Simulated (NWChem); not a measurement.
System meant: C2H4O2 anion, doublet; SMILES of the neutral closed-shell parent COC=O

The following NWChem deck was run.

```
start job
memory heap 200 mb stack 900 mb global 1100 mb
charge -1
geometry units angstroms noautoz
  C     -0.612387    -1.282458     0.071468
  O      0.485230    -0.549956     0.525066
  C      0.615997     0.765599    -0.139984
  O     -0.411140     1.515605    -0.192080
  H     -0.529323    -1.501211    -1.018523
  H     -0.642201    -2.237049     0.624912
  H     -1.565207    -0.743413     0.226711
  H      1.584978     1.154238     0.262057
end
basis spherical
  * library def2-svp
end
dft
  odft
  mult 3
  xc xpbe96 cpbe96
  iterations 150
  mulliken
end
task dft energy
```

End of the output:

```
 Summary of "ao basis" -> "" (spherical)
 ------------------------------------------------------------------------------
       Tag                 Description            Shells   Functions and Types
 ---------------- ------------------------------  ------  ---------------------
 *                          def2-svp                  on all atoms

  pbe96 is a nonlocal functional; adding pw91lda local functional.

                                 NWChem DFT Module
                                 -----------------

 Summary of "ao basis" -> "ao basis" (spherical)
 ------------------------------------------------------------------------------
       Tag                 Description            Shells   Functions and Types
 ---------------- ------------------------------  ------  ---------------------
 C                          def2-svp                 6       14   3s2p1d
 O                          def2-svp                 6       14   3s2p1d
 H                          def2-svp                 3        5   2s1p

 Summary of "ao basis" -> "ao basis" (spherical)
 ------------------------------------------------------------------------------
       Tag                 Description            Shells   Functions and Types
 ---------------- ------------------------------  ------  ---------------------
 C                          def2-svp                 6       14   3s2p1d
 O                          def2-svp                 6       14   3s2p1d
 H                          def2-svp                 3        5   2s1p

  number of electrons :                   33
  multiplicity        :                    3
 ------------------------------------------------------------------------
  no. of electrons and multiplicity not compatible                  33
 ------------------------------------------------------------------------
 ------------------------------------------------------------------------
  current input line :
    24: task dft energy
 ------------------------------------------------------------------------
 ------------------------------------------------------------------------
 There is an error in the input file
 ------------------------------------------------------------------------
 For more information see the NWChem manual at https://nwchemgit.github.io

0: no. of electrons and multiplicity not compatible:Received an Error in Communication
```

**Question.** What is wrong, and how is it mended?

**Answer.** The input was rejected before any calculation. Cause: the multiplicity doesn't fit the number of electrons (an even count wants an odd multiplicity, and the reverse). This input runs:
```
start job
memory heap 200 mb stack 900 mb global 1100 mb
charge -1
geometry units angstroms noautoz
  C     -0.612387    -1.282458     0.071468
  O      0.485230    -0.549956     0.525066
  C      0.615997     0.765599    -0.139984
  O     -0.411140     1.515605    -0.192080
  H     -0.529323    -1.501211    -1.018523
  H     -0.642201    -2.237049     0.624912
  H     -1.565207    -0.743413     0.226711
  H      1.584978     1.154238     0.262057
end
basis spherical
  C library def2-svp
  O library def2-svp
  H library def2-svp
end
dft
  odft
  mult 2
  xc xpbe96 cpbe96
  iterations 150
  mulliken
end
task dft energy
```
It converges to -228.56423 Ha (PBE/def2-SVP, spin-unrestricted).
